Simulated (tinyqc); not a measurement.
Worked calculation (part 1 of 2): RHF in the sto-3g basis, for LiH, spin multiplicity 1. Computed by tinyqc, a small Python program that keeps every step (integrals from PySCF). Settings: charge = 0, multiplicity = 1, basis = sto-3g, energy threshold = 1e-10, iteration cap = 56, orthogonalisation = symmetric, start = core, DIIS depth = 8, method = RHF. Command: `OMP_NUM_THREADS=1 python tinyqc.py 27644 27645 out.jsonl` (the two numbers bound the seeds that draw the settings). One thread of a shared host (Intel(R) Xeon(R) Processor @ 2.60GHz), about 0.05 s of CPU time with the checks. Later iterations appear only in the table of the cycle.

## One-electron integrals

Geometry (angstrom):
```
atom         x         y         z
Li    0.000000  0.000000  0.000000
H     0.000000  0.000000  1.954000
```

Basis sto-3g: exponents (1/bohr^2) and contraction coefficients of normalised primitives:
```
element  l (shell)   exponent  coefficient
Li           s (1)  16.119575     0.154329
Li           s (1)   2.936201     0.535328
Li           s (1)   0.794651     0.444635
Li           s (2)   0.636290    -0.099967
Li           s (2)   0.147860     0.399513
Li           s (2)   0.048089     0.700115
Li           p (3)   0.636290     0.155916
Li           p (3)   0.147860     0.607684
Li           p (3)   0.048089     0.391957
H            s (1)   3.425251     0.154329
H            s (1)   0.623914     0.535328
H            s (1)   0.168855     0.444635
```

Overlap, kinetic and nuclear-attraction integrals over the contracted functions; the nuclear repulsion is the sum of Za Zb / Rab.

nuclear repulsion = 0.81245222 hartree

overlap S, order 1Li 1s, 1Li 2s, 1Li 2px, 1Li 2py, 1Li 2pz, 2H 1s:
$$\begin{pmatrix}
1.000000 & 0.241137 & 0.000000 & 0.000000 & 0.000000 & 0.030701 \\
0.241137 & 1.000000 & 0.000000 & 0.000000 & 0.000000 & 0.309273 \\
0.000000 & 0.000000 & 1.000000 & 0.000000 & 0.000000 & 0.000000 \\
0.000000 & 0.000000 & 0.000000 & 1.000000 & 0.000000 & 0.000000 \\
0.000000 & 0.000000 & 0.000000 & 0.000000 & 1.000000 & 0.433332 \\
0.030701 & 0.309273 & 0.000000 & 0.000000 & 0.433332 & 1.000000
\end{pmatrix}$$

kinetic energy T (hartree), order 1Li 1s, 1Li 2s, 1Li 2px, 1Li 2py, 1Li 2pz, 2H 1s:
$$\begin{pmatrix}
3.576786 & -0.020237 & 0.000000 & 0.000000 & 0.000000 & -0.009786 \\
-0.020237 & 0.102163 & 0.000000 & 0.000000 & 0.000000 & 0.021650 \\
0.000000 & 0.000000 & 0.319682 & 0.000000 & 0.000000 & 0.000000 \\
0.000000 & 0.000000 & 0.000000 & 0.319682 & 0.000000 & 0.000000 \\
0.000000 & 0.000000 & 0.000000 & 0.000000 & 0.319682 & 0.078478 \\
-0.009786 & 0.021650 & 0.000000 & 0.000000 & 0.078478 & 0.760032
\end{pmatrix}$$

nuclear attraction V (hartree), order 1Li 1s, 1Li 2s, 1Li 2px, 1Li 2py, 1Li 2pz, 2H 1s:
$$\begin{pmatrix}
-8.253699 & -1.029647 & 0.000000 & 0.000000 & -0.010799 & -0.127790 \\
-1.029647 & -1.461045 & 0.000000 & 0.000000 & -0.101637 & -0.518236 \\
0.000000 & 0.000000 & -1.424932 & 0.000000 & 0.000000 & 0.000000 \\
0.000000 & 0.000000 & 0.000000 & -1.424932 & 0.000000 & 0.000000 \\
-0.010799 & -0.101637 & 0.000000 & 0.000000 & -1.504520 & -0.734368 \\
-0.127790 & -0.518236 & 0.000000 & 0.000000 & -0.734368 & -2.038678
\end{pmatrix}$$

core Hamiltonian H = T + V (hartree), order 1Li 1s, 1Li 2s, 1Li 2px, 1Li 2py, 1Li 2pz, 2H 1s:
$$\begin{pmatrix}
-4.676912 & -1.049884 & 0.000000 & 0.000000 & -0.010799 & -0.137576 \\
-1.049884 & -1.358882 & 0.000000 & 0.000000 & -0.101637 & -0.496586 \\
0.000000 & 0.000000 & -1.105251 & 0.000000 & 0.000000 & 0.000000 \\
0.000000 & 0.000000 & 0.000000 & -1.105251 & 0.000000 & 0.000000 \\
-0.010799 & -0.101637 & 0.000000 & 0.000000 & -1.184838 & -0.655890 \\
-0.137576 & -0.496586 & 0.000000 & 0.000000 & -0.655890 & -1.278646
\end{pmatrix}$$

## Two-electron integrals

Functions are numbered as in S; the eight-fold symmetry (ij|kl) = (ji|kl) = (kl|ij) leaves the list below.

Two-electron integrals (ij|kl) in chemists' order, unique and non-zero (hartree):
```
(11|11) 1.680395   (21|11) 0.265420   (21|21) 0.049941   (22|11) 0.397727
(22|21) 0.092860   (22|22) 0.290562   (31|31) 0.008981   (32|31) 0.013788
(32|32) 0.064184   (33|11) 0.396640   (33|21) 0.092880   (33|22) 0.290497
(33|33) 0.312946   (41|41) 0.008981   (42|41) 0.013788   (42|42) 0.064184
(43|43) 0.016869   (44|11) 0.396640   (44|21) 0.092880   (44|22) 0.290497
(44|33) 0.279207   (44|44) 0.312946   (51|51) 0.008981   (52|51) 0.013788
(52|52) 0.064184   (53|53) 0.016869   (54|54) 0.016869   (55|11) 0.396640
(55|21) 0.092880   (55|22) 0.290497   (55|33) 0.279207   (55|44) 0.279207
(55|55) 0.312946   (61|11) 0.032487   (61|21) 0.006160   (61|22) 0.011730
(61|33) 0.011593   (61|44) 0.011593   (61|51) 0.000762   (61|52) 0.001487
(61|55) 0.012009   (61|61) 0.000836   (62|11) 0.102109   (62|21) 0.024251
(62|22) 0.083678   (62|33) 0.078994   (62|44) 0.078994   (62|51) 0.003835
(62|52) 0.025914   (62|55) 0.092969   (62|61) 0.003608   (62|62) 0.044133
(63|31) 0.001647   (63|32) 0.008371   (63|53) 0.003685   (63|63) 0.002652
(64|41) 0.001647   (64|42) 0.008371   (64|54) 0.003685   (64|64) 0.002652
(65|11) 0.134566   (65|21) 0.032214   (65|22) 0.114699   (65|33) 0.106807
(65|44) 0.106807   (65|51) 0.005908   (65|52) 0.039876   (65|55) 0.130370
(65|61) 0.004928   (65|62) 0.065436   (65|65) 0.097877   (66|11) 0.270611
(66|21) 0.065177   (66|22) 0.248574   (66|33) 0.226995   (66|44) 0.226995
(66|51) 0.010628   (66|52) 0.092353   (66|55) 0.291613   (66|61) 0.009916
(66|62) 0.168866   (66|65) 0.258401   (66|66) 0.774606
```

## Orthogonalisation

S = U s U^T; symmetric (Loewdin) form X = U s^(-1/2) U^T, so that X^T S X = 1.

eigenvalues of S: [0.454650, 0.802658, 1.000000, 1.000000, 1.180446, 1.562246]

X, order 1Li 1s, 1Li 2s, 1Li 2px, 1Li 2py, 1Li 2pz, 2H 1s:
$$\begin{pmatrix}
1.023433 & -0.130381 & 0.000000 & 0.000000 & -0.007106 & 0.017583 \\
-0.130381 & 1.070723 & 0.000000 & 0.000000 & 0.065554 & -0.194313 \\
0.000000 & 0.000000 & 1.000000 & 0.000000 & 0.000000 & 0.000000 \\
0.000000 & 0.000000 & 0.000000 & 1.000000 & 0.000000 & 0.000000 \\
-0.007106 & 0.065554 & 0.000000 & 0.000000 & 1.089638 & -0.266717 \\
0.017583 & -0.194313 & 0.000000 & 0.000000 & -0.266717 & 1.135922
\end{pmatrix}$$

## Starting guess

The start is the orbitals of the core Hamiltonian; D = 2 C_occ C_occ^T.

D at the start, order 1Li 1s, 1Li 2s, 1Li 2px, 1Li 2py, 1Li 2pz, 2H 1s:
$$\begin{pmatrix}
2.047374 & -0.146781 & 0.000000 & 0.000000 & -0.093866 & -0.111406 \\
-0.146781 & 0.374797 & 0.000000 & 0.000000 & 0.367639 & 0.472409 \\
0.000000 & 0.000000 & 0.000000 & 0.000000 & 0.000000 & 0.000000 \\
0.000000 & 0.000000 & 0.000000 & 0.000000 & 0.000000 & 0.000000 \\
-0.093866 & 0.367639 & 0.000000 & 0.000000 & 0.361879 & 0.465240 \\
-0.111406 & 0.472409 & 0.000000 & 0.000000 & 0.465240 & 0.598165
\end{pmatrix}$$

## Iteration 1: building the Fock matrix

J_ij = sum D_kl (ij|kl), K_ij = sum D_kl (ik|jl); F = H + J - 0.5 K; E = tr D H + tr D J / 2 - 0.25 tr D K + E_nn.

Coulomb J (hartree), order 1Li 1s, 1Li 2s, 1Li 2px, 1Li 2py, 1Li 2pz, 2H 1s:
$$\begin{pmatrix}
4.031398 & 0.687671 & 0.000000 & 0.000000 & 0.023760 & 0.088137 \\
0.687671 & 1.332922 & 0.000000 & 0.000000 & 0.161104 & 0.488067 \\
0.000000 & 0.000000 & 1.301934 & 0.000000 & 0.000000 & 0.000000 \\
0.000000 & 0.000000 & 0.000000 & 1.301934 & 0.000000 & 0.000000 \\
0.023760 & 0.161104 & 0.000000 & 0.000000 & 1.387832 & 0.690793 \\
0.088137 & 0.488067 & 0.000000 & 0.000000 & 0.690793 & 1.660628
\end{pmatrix}$$

exchange K (hartree), order 1Li 1s, 1Li 2s, 1Li 2px, 1Li 2py, 1Li 2pz, 2H 1s:
$$\begin{pmatrix}
3.384238 & 0.527069 & 0.000000 & 0.000000 & 0.013269 & 0.077821 \\
0.527069 & 0.331286 & 0.000000 & 0.000000 & 0.283739 & 0.406688 \\
0.000000 & 0.000000 & 0.057058 & 0.000000 & 0.000000 & 0.000000 \\
0.000000 & 0.000000 & 0.000000 & 0.057058 & 0.000000 & 0.000000 \\
0.013269 & 0.283739 & 0.000000 & 0.000000 & 0.367857 & 0.513408 \\
0.077821 & 0.406688 & 0.000000 & 0.000000 & 0.513408 & 0.960919
\end{pmatrix}$$

Fock matrix F (hartree), order 1Li 1s, 1Li 2s, 1Li 2px, 1Li 2py, 1Li 2pz, 2H 1s:
$$\begin{pmatrix}
-2.337633 & -0.625748 & 0.000000 & 0.000000 & 0.006326 & -0.088350 \\
-0.625748 & -0.191603 & 0.000000 & 0.000000 & -0.082402 & -0.211863 \\
0.000000 & 0.000000 & 0.168154 & 0.000000 & 0.000000 & 0.000000 \\
0.000000 & 0.000000 & 0.000000 & 0.168154 & 0.000000 & 0.000000 \\
0.006326 & -0.082402 & 0.000000 & 0.000000 & 0.019065 & -0.221801 \\
-0.088350 & -0.211863 & 0.000000 & 0.000000 & -0.221801 & -0.098478
\end{pmatrix}$$

total energy of this density = -7.82074582 hartree

## Iteration 1: diagonalisation and new density

Diagonalise F' = X^T F X, C = X C', fill 2 alpha and 2 beta electrons from the bottom; D = 2 C_occ C_occ^T. Each column has its largest component positive (the first on a tie).

F' = X^T F X (hartree):
$$\begin{pmatrix}
-2.287162 & -0.347725 & 0.000000 & 0.000000 & 0.007037 & 0.004512 \\
-0.347725 & -0.010669 & 0.000000 & 0.000000 & 0.004207 & -0.216503 \\
0.000000 & 0.000000 & 0.168154 & 0.000000 & 0.000000 & 0.000000 \\
0.000000 & 0.000000 & 0.000000 & 0.168154 & 0.000000 & 0.000000 \\
0.007037 & 0.004207 & 0.000000 & 0.000000 & 0.139398 & -0.271477 \\
0.004512 & -0.216503 & 0.000000 & 0.000000 & -0.271477 & 0.086403
\end{pmatrix}$$

orbital energies (hartree): MO1 -2.339414, MO2 -0.253926, MO3 0.076194, MO4 0.168154, MO5 0.168154, MO6 0.445115

coefficients C, order 1Li 1s, 1Li 2s, 1Li 2px, 1Li 2py, 1Li 2pz, 2H 1s:
$$\begin{pmatrix}
0.992812 & -0.141646 & -0.215354 & 0.000000 & 0.000000 & 0.112506 \\
0.027988 & 0.444729 & 0.820899 & 0.000000 & 0.000000 & -0.577114 \\
0.000000 & 0.000000 & 0.000000 & 0.794574 & 0.607168 & 0.000000 \\
0.000000 & 0.000000 & 0.000000 & -0.607168 & 0.794574 & 0.000000 \\
-0.002267 & 0.373630 & -0.586255 & 0.000000 & 0.000000 & -0.882892 \\
0.001734 & 0.576690 & -0.139369 & 0.000000 & 0.000000 & 1.023487
\end{pmatrix}$$

D after iteration 1, order 1Li 1s, 1Li 2s, 1Li 2px, 1Li 2py, 1Li 2pz, 2H 1s:
$$\begin{pmatrix}
2.011478 & -0.070415 & 0.000000 & 0.000000 & -0.110349 & -0.159929 \\
-0.070415 & 0.397135 & 0.000000 & 0.000000 & 0.332201 & 0.513039 \\
0.000000 & 0.000000 & 0.000000 & 0.000000 & 0.000000 & 0.000000 \\
0.000000 & 0.000000 & 0.000000 & 0.000000 & 0.000000 & 0.000000 \\
-0.110349 & 0.332201 & 0.000000 & 0.000000 & 0.279209 & 0.430929 \\
-0.159929 & 0.513039 & 0.000000 & 0.000000 & 0.430929 & 0.665148
\end{pmatrix}$$

Within a degenerate level the vectors are fixed only up to a rotation; this is one choice.

## Iteration 2: building the Fock matrix

As before.

Coulomb J (hartree), order 1Li 1s, 1Li 2s, 1Li 2px, 1Li 2py, 1Li 2pz, 2H 1s:
$$\begin{pmatrix}
4.001749 & 0.683695 & 0.000000 & 0.000000 & 0.023031 & 0.087588 \\
0.683695 & 1.329744 & 0.000000 & 0.000000 & 0.161512 & 0.490383 \\
0.000000 & 0.000000 & 1.298458 & 0.000000 & 0.000000 & 0.000000 \\
0.000000 & 0.000000 & 0.000000 & 1.298458 & 0.000000 & 0.000000 \\
0.023031 & 0.161512 & 0.000000 & 0.000000 & 1.385374 & 0.695077 \\
0.087588 & 0.490383 & 0.000000 & 0.000000 & 0.695077 & 1.682331
\end{pmatrix}$$

exchange K (hartree), order 1Li 1s, 1Li 2s, 1Li 2px, 1Li 2py, 1Li 2pz, 2H 1s:
$$\begin{pmatrix}
3.362183 & 0.548930 & 0.000000 & 0.000000 & -0.002678 & 0.071223 \\
0.548930 & 0.350485 & 0.000000 & 0.000000 & 0.273201 & 0.416701 \\
0.000000 & 0.000000 & 0.059326 & 0.000000 & 0.000000 & 0.000000 \\
0.000000 & 0.000000 & 0.000000 & 0.059326 & 0.000000 & 0.000000 \\
-0.002678 & 0.273201 & 0.000000 & 0.000000 & 0.345480 & 0.508186 \\
0.071223 & 0.416701 & 0.000000 & 0.000000 & 0.508186 & 0.996447
\end{pmatrix}$$

Fock matrix F (hartree), order 1Li 1s, 1Li 2s, 1Li 2px, 1Li 2py, 1Li 2pz, 2H 1s:
$$\begin{pmatrix}
-2.356255 & -0.640655 & 0.000000 & 0.000000 & 0.013571 & -0.085599 \\
-0.640655 & -0.204380 & 0.000000 & 0.000000 & -0.076725 & -0.214554 \\
0.000000 & 0.000000 & 0.163545 & 0.000000 & 0.000000 & 0.000000 \\
0.000000 & 0.000000 & 0.000000 & 0.163545 & 0.000000 & 0.000000 \\
0.013571 & -0.076725 & 0.000000 & 0.000000 & 0.027796 & -0.214906 \\
-0.085599 & -0.214554 & 0.000000 & 0.000000 & -0.214906 & -0.094539
\end{pmatrix}$$

total energy of this density = -7.83462555 hartree

## Iteration 2: DIIS over 2 matrices

error matrix X^T (FDS - SDF) X:
$$\begin{pmatrix}
0.000000 & 0.022300 & 0.000000 & 0.000000 & -0.010586 & -0.006325 \\
-0.022300 & 0.000000 & 0.000000 & 0.000000 & -0.013605 & -0.008081 \\
0.000000 & 0.000000 & 0.000000 & 0.000000 & 0.000000 & 0.000000 \\
0.000000 & 0.000000 & 0.000000 & 0.000000 & 0.000000 & 0.000000 \\
0.010586 & 0.013605 & 0.000000 & 0.000000 & 0.000000 & 0.010239 \\
0.006325 & 0.008081 & 0.000000 & 0.000000 & -0.010239 & 0.000000
\end{pmatrix}$$

B (overlaps of the stored error matrices):
$$\begin{pmatrix}
9.7122251e-02 & 1.2667093e-02 \\
1.2667093e-02 & 2.0091873e-03
\end{pmatrix}$$

Minimise |sum c_i e_i|^2 with sum c_i = 1: solve [B -1; -1 0][c; lambda] = [0; -1] with B_ij = tr e_i^T e_j, and take F = sum c_i F_i.

DIIS coefficients: [-0.144421, 1.144421]

extrapolated F (hartree), order 1Li 1s, 1Li 2s, 1Li 2px, 1Li 2py, 1Li 2pz, 2H 1s:
$$\begin{pmatrix}
-2.358944 & -0.642808 & 0.000000 & 0.000000 & 0.014617 & -0.085202 \\
-0.642808 & -0.206226 & 0.000000 & 0.000000 & -0.075905 & -0.214943 \\
0.000000 & 0.000000 & 0.162879 & 0.000000 & 0.000000 & 0.000000 \\
0.000000 & 0.000000 & 0.000000 & 0.162879 & 0.000000 & 0.000000 \\
0.014617 & -0.075905 & 0.000000 & 0.000000 & 0.029057 & -0.213910 \\
-0.085202 & -0.214943 & 0.000000 & 0.000000 & -0.213910 & -0.093970
\end{pmatrix}$$

## Iteration 2: diagonalisation and new density

As before.

F' = X^T F X (hartree):
$$\begin{pmatrix}
-2.305161 & -0.362134 & 0.000000 & 0.000000 & 0.013575 & 0.009296 \\
-0.362134 & -0.020809 & 0.000000 & 0.000000 & 0.010033 & -0.220317 \\
0.000000 & 0.000000 & 0.162879 & 0.000000 & 0.000000 & 0.000000 \\
0.000000 & 0.000000 & 0.000000 & 0.162879 & 0.000000 & 0.000000 \\
0.013575 & 0.010033 & 0.000000 & 0.000000 & 0.147866 & -0.267016 \\
0.009296 & -0.220317 & 0.000000 & 0.000000 & -0.267016 & 0.089787
\end{pmatrix}$$

orbital energies (hartree): MO1 -2.361502, MO2 -0.249893, MO3 0.073286, MO4 0.162879, MO5 0.162879, MO6 0.449792

coefficients C, order 1Li 1s, 1Li 2s, 1Li 2px, 1Li 2py, 1Li 2pz, 2H 1s:
$$\begin{pmatrix}
0.991352 & -0.147377 & -0.217140 & 0.000000 & 0.000000 & 0.114567 \\
0.033658 & 0.465645 & 0.806858 & 0.000000 & 0.000000 & -0.580107 \\
0.000000 & 0.000000 & 0.000000 & 0.854596 & 0.519294 & 0.000000 \\
0.000000 & 0.000000 & 0.000000 & -0.519294 & 0.854596 & 0.000000 \\
-0.004872 & 0.352845 & -0.597848 & 0.000000 & 0.000000 & -0.883659 \\
-0.000358 & 0.576833 & -0.154584 & 0.000000 & 0.000000 & 1.021220
\end{pmatrix}$$

D after iteration 2, order 1Li 1s, 1Li 2s, 1Li 2px, 1Li 2py, 1Li 2pz, 2H 1s:
$$\begin{pmatrix}
2.008997 & -0.070516 & 0.000000 & 0.000000 & -0.113662 & -0.170734 \\
-0.070516 & 0.435916 & 0.000000 & 0.000000 & 0.328273 & 0.537175 \\
0.000000 & 0.000000 & 0.000000 & 0.000000 & 0.000000 & 0.000000 \\
0.000000 & 0.000000 & 0.000000 & 0.000000 & 0.000000 & 0.000000 \\
-0.113662 & 0.328273 & 0.000000 & 0.000000 & 0.249046 & 0.407068 \\
-0.170734 & 0.537175 & 0.000000 & 0.000000 & 0.407068 & 0.665472
\end{pmatrix}$$

Within a degenerate level the vectors are fixed only up to a rotation; this is one choice.

## Iteration 3: building the Fock matrix

As before.

Coulomb J (hartree), order 1Li 1s, 1Li 2s, 1Li 2px, 1Li 2py, 1Li 2pz, 2H 1s:
$$\begin{pmatrix}
3.998881 & 0.683347 & 0.000000 & 0.000000 & 0.022753 & 0.087506 \\
0.683347 & 1.329638 & 0.000000 & 0.000000 & 0.160262 & 0.489321 \\
0.000000 & 0.000000 & 1.298839 & 0.000000 & 0.000000 & 0.000000 \\
0.000000 & 0.000000 & 0.000000 & 1.298839 & 0.000000 & 0.000000 \\
0.022753 & 0.160262 & 0.000000 & 0.000000 & 1.384299 & 0.693365 \\
0.087506 & 0.489321 & 0.000000 & 0.000000 & 0.693365 & 1.677552
\end{pmatrix}$$

exchange K (hartree), order 1Li 1s, 1Li 2s, 1Li 2px, 1Li 2py, 1Li 2pz, 2H 1s:
$$\begin{pmatrix}
3.359186 & 0.550985 & 0.000000 & 0.000000 & -0.005516 & 0.069663 \\
0.550985 & 0.361967 & 0.000000 & 0.000000 & 0.271310 & 0.420672 \\
0.000000 & 0.000000 & 0.061475 & 0.000000 & 0.000000 & 0.000000 \\
0.000000 & 0.000000 & 0.000000 & 0.061475 & 0.000000 & 0.000000 \\
-0.005516 & 0.271310 & 0.000000 & 0.000000 & 0.334113 & 0.499105 \\
0.069663 & 0.420672 & 0.000000 & 0.000000 & 0.499105 & 0.990514
\end{pmatrix}$$

Fock matrix F (hartree), order 1Li 1s, 1Li 2s, 1Li 2px, 1Li 2py, 1Li 2pz, 2H 1s:
$$\begin{pmatrix}
-2.357625 & -0.642029 & 0.000000 & 0.000000 & 0.014712 & -0.084901 \\
-0.642029 & -0.210228 & 0.000000 & 0.000000 & -0.077030 & -0.217601 \\
0.000000 & 0.000000 & 0.162851 & 0.000000 & 0.000000 & 0.000000 \\
0.000000 & 0.000000 & 0.000000 & 0.162851 & 0.000000 & 0.000000 \\
0.014712 & -0.077030 & 0.000000 & 0.000000 & 0.032405 & -0.212077 \\
-0.084901 & -0.217601 & 0.000000 & 0.000000 & -0.212077 & -0.096351
\end{pmatrix}$$

total energy of this density = -7.83551741 hartree

## Iteration 3: DIIS over 3 matrices

error matrix X^T (FDS - SDF) X:
$$\begin{pmatrix}
0.000000 & -0.000306 & 0.000000 & 0.000000 & 0.001098 & 0.000654 \\
0.000306 & 0.000000 & 0.000000 & 0.000000 & -0.005717 & -0.003245 \\
0.000000 & 0.000000 & 0.000000 & 0.000000 & 0.000000 & 0.000000 \\
0.000000 & 0.000000 & 0.000000 & 0.000000 & 0.000000 & 0.000000 \\
-0.001098 & 0.005717 & 0.000000 & 0.000000 & 0.000000 & 0.004851 \\
-0.000654 & 0.003245 & 0.000000 & 0.000000 & -0.004851 & 0.000000
\end{pmatrix}$$

B (overlaps of the stored error matrices):
$$\begin{pmatrix}
9.7122251e-02 & 1.2667093e-02 & 4.7433648e-04 \\
1.2667093e-02 & 2.0091873e-03 & 2.6218988e-04 \\
4.7433648e-04 & 2.6218988e-04 & 1.3693966e-04
\end{pmatrix}$$

As before.

DIIS coefficients: [0.091258, -0.756286, 1.665028]

extrapolated F (hartree), order 1Li 1s, 1Li 2s, 1Li 2px, 1Li 2py, 1Li 2pz, 2H 1s:
$$\begin{pmatrix}
-2.356836 & -0.641583 & 0.000000 & 0.000000 & 0.014810 & -0.084688 \\
-0.641583 & -0.212951 & 0.000000 & 0.000000 & -0.077750 & -0.219382 \\
0.000000 & 0.000000 & 0.162811 & 0.000000 & 0.000000 & 0.000000 \\
0.000000 & 0.000000 & 0.000000 & 0.162811 & 0.000000 & 0.000000 \\
0.014810 & -0.077750 & 0.000000 & 0.000000 & 0.034673 & -0.210825 \\
-0.084688 & -0.219382 & 0.000000 & 0.000000 & -0.210825 & -0.097916
\end{pmatrix}$$

## Iteration 3: diagonalisation and new density

As before.

F' = X^T F X (hartree):
$$\begin{pmatrix}
-2.303363 & -0.360352 & 0.000000 & 0.000000 & 0.013918 & 0.009961 \\
-0.360352 & -0.027418 & 0.000000 & 0.000000 & 0.008189 & -0.222794 \\
0.000000 & 0.000000 & 0.162811 & 0.000000 & 0.000000 & 0.000000 \\
0.000000 & 0.000000 & 0.000000 & 0.162811 & 0.000000 & 0.000000 \\
0.013918 & 0.008189 & 0.000000 & 0.000000 & 0.152322 & -0.263467 \\
0.009961 & -0.222794 & 0.000000 & 0.000000 & -0.263467 & 0.084751
\end{pmatrix}$$

orbital energies (hartree): MO1 -2.359358, MO2 -0.254069, MO3 0.074155, MO4 0.162811, MO5 0.162811, MO6 0.445565

coefficients C, order 1Li 1s, 1Li 2s, 1Li 2px, 1Li 2py, 1Li 2pz, 2H 1s:
$$\begin{pmatrix}
0.991402 & -0.151192 & -0.214676 & 0.000000 & 0.000000 & 0.113800 \\
0.033482 & 0.480078 & 0.800540 & 0.000000 & 0.000000 & -0.577097 \\
0.000000 & 0.000000 & 0.000000 & -0.046656 & 0.998911 & 0.000000 \\
0.000000 & 0.000000 & 0.000000 & 0.998911 & 0.046656 & 0.000000 \\
-0.004902 & 0.338172 & -0.599922 & 0.000000 & 0.000000 & -0.887980 \\
-0.000424 & 0.576591 & -0.171779 & 0.000000 & 0.000000 & 1.018606
\end{pmatrix}$$

D after iteration 3, order 1Li 1s, 1Li 2s, 1Li 2px, 1Li 2py, 1Li 2pz, 2H 1s:
$$\begin{pmatrix}
2.011476 & -0.078780 & 0.000000 & 0.000000 & -0.111977 & -0.175193 \\
-0.078780 & 0.463192 & 0.000000 & 0.000000 & 0.324370 & 0.553589 \\
0.000000 & 0.000000 & 0.000000 & 0.000000 & 0.000000 & 0.000000 \\
0.000000 & 0.000000 & 0.000000 & 0.000000 & 0.000000 & 0.000000 \\
-0.111977 & 0.324370 & 0.000000 & 0.000000 & 0.228768 & 0.389978 \\
-0.175193 & 0.553589 & 0.000000 & 0.000000 & 0.389978 & 0.664914
\end{pmatrix}$$

Within a degenerate level the vectors are fixed only up to a rotation; this is one choice.
